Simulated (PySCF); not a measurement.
## `C[C@H](F)C1CC1`, C5H9F

Molfile (atoms numbered from 1):
```
C5H9F
     RDKit          3D

 15 15  0  0  0  0  0  0  0  0999 V2000
   -1.9717   -0.3406    0.4721 C   0  0  0  0  0  0  0  0  0  0  0  0
   -0.7054    0.4838    0.5042 C   0  0  2  0  0  0  0  0  0  0  0  0
   -1.0377    1.8101    0.2807 F   0  0  0  0  0  0  0  0  0  0  0  0
    0.3124    0.0538   -0.5105 C   0  0  0  0  0  0  0  0  0  0  0  0
    1.3358   -0.9794   -0.1385 C   0  0  0  0  0  0  0  0  0  0  0  0
    1.7466    0.4477   -0.3396 C   0  0  0  0  0  0  0  0  0  0  0  0
   -1.7548   -1.3904    0.7175 H   0  0  0  0  0  0  0  0  0  0  0  0
   -2.7019    0.0468    1.1969 H   0  0  0  0  0  0  0  0  0  0  0  0
   -2.4259   -0.3045   -0.5297 H   0  0  0  0  0  0  0  0  0  0  0  0
   -0.2477    0.4330    1.5103 H   0  0  0  0  0  0  0  0  0  0  0  0
   -0.0733    0.0228   -1.5355 H   0  0  0  0  0  0  0  0  0  0  0  0
    1.6180   -1.7199   -0.8906 H   0  0  0  0  0  0  0  0  0  0  0  0
    1.3194   -1.3690    0.8839 H   0  0  0  0  0  0  0  0  0  0  0  0
    2.0075    1.0386    0.5429 H   0  0  0  0  0  0  0  0  0  0  0  0
    2.3177    0.7057   -1.2344 H   0  0  0  0  0  0  0  0  0  0  0  0
  1  2  1  0
  2  3  1  0
  2  4  1  0
  4  5  1  0
  5  6  1  0
  6  4  1  0
  1  7  1  0
  1  8  1  0
  1  9  1  0
  2 10  1  1
  4 11  1  0
  5 12  1  0
  5 13  1  0
  6 14  1  0
  6 15  1  0
M  END
```

The calculation used GIAO KT3/pcSseg-1 magnetisability, rotational g tensor and spin-rotation constants, non-relativistic, gas phase in PySCF. Geometry: PBE0-D3(BJ)/def2-SVP.

(1) Give the nuclear spin-rotation constants along the inertial axes (H = +C I·J) beside the isotropic shieldings.

(2) How do the rotational constants and the g tensor change when H7, H8, H9, H10, H11, H12, H13, H14, H15 are replaced by deuterium?

## Answers

(1) Rotational constants 6.1607, 2.6040, 2.0154 GHz. A star marks the isotopologue with that one atom substituted, in its own axes.
```
atom  isotope  Caa (kHz)  Cbb (kHz)  Ccc (kHz)  mean (kHz)  σ (ppm)
  F3      19F      4.290      1.878      1.484       2.551    348.4
  H7       1H     -0.534     -0.002     -0.205      -0.247     30.1
  H8       1H      0.024     -0.275     -0.161      -0.138     29.8
  H9       1H     -0.651     -0.284      0.061      -0.291     29.9
 H10       1H     -0.569     -0.299      0.120      -0.249     28.0
 H11       1H     -0.627     -0.300      0.037      -0.297     30.7
 H12       1H     -0.383     -0.175     -0.149      -0.236     30.9
 H13       1H     -0.645     -0.228     -0.041      -0.305     31.4
 H14       1H     -0.628     -0.181     -0.064      -0.291     30.9
 H15       1H     -0.395     -0.191     -0.125      -0.237     30.7
  C1     13C*      0.921      0.381      0.343       0.548    159.6
  C2     13C*      1.587      0.642      0.596       0.942     86.6
  C4     13C*      1.054      0.422      0.233       0.570    164.4
  C5     13C*      0.766      0.441      0.179       0.462    177.9
  C6     13C*      0.763      0.472      0.177       0.471    175.8
```
For the geometry as given, no vibrational averaging.

(2) Constants 4.8483, 2.1754, 1.7219 GHz; g -0.0012, -0.0001, -0.0004, against -0.0002, -0.0005, -0.0003 before.
